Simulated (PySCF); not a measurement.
# Relaxation of singlet SO2

Method: PySCF, PBE0, basis S def2-TZVP, O def2-TZVP (no relativity, density fitting). A (50,194) grid was used.

A hand-made bent start, of C2v symmetry, held to at least that symmetry:

```xyz
3
charge 0 multiplicity 1, angstrom
S     0.0000    0.0000   -0.4332
O     1.2369    0.0000    0.4329
O    -1.2369    0.0000    0.4329
```

At each step, columns x, y, z (Å) and Fx, Fy, Fz (eV/Å):

```
step 0  E − E(last) = 43.53 kJ/mol
S    0.000   0.000  -0.433   0.000   0.000   6.058
O    1.237   0.000   0.433  -2.732   0.000  -3.029
O   -1.237   0.000   0.433   2.732   0.000  -3.029
step 1  E − E(last) = 5.80 kJ/mol
S    0.000   0.000  -0.314   0.000   0.000  -2.417
O    1.225   0.000   0.373   1.581   0.000   1.209
O   -1.225   0.000   0.373  -1.581   0.000   1.209
step 2  E − E(last) = 0.97 kJ/mol
S    0.000   0.000  -0.334   0.000   0.000   0.325
O    1.250   0.000   0.383  -0.683   0.000  -0.163
O   -1.250   0.000   0.383   0.683   0.000  -0.162
step 3  E − E(last) = 0.16 kJ/mol
S    0.000   0.000  -0.348  -0.003   0.000   0.254
O    1.227   0.000   0.391   0.043   0.000  -0.126
O   -1.227   0.000   0.391  -0.040   0.000  -0.128
step 4  E − E(last) = 0.00 kJ/mol
S    0.000   0.000  -0.340   0.000   0.000  -0.048
O    1.233   0.000   0.386   0.023   0.000   0.024
O   -1.233   0.000   0.386  -0.023   0.000   0.024
step 5  E − E(last) = 0.00 kJ/mol
S    0.000   0.000  -0.341  -0.001   0.000   0.002
O    1.233   0.000   0.387  -0.002   0.000  -0.001
O   -1.233   0.000   0.387   0.003   0.000  -0.001
```

It ends at C2v with S–O 1.431 Å (×2); O–S–O 118.9°. A frequency run shows a minimum. Other isomers or separated fragments may lie lower.
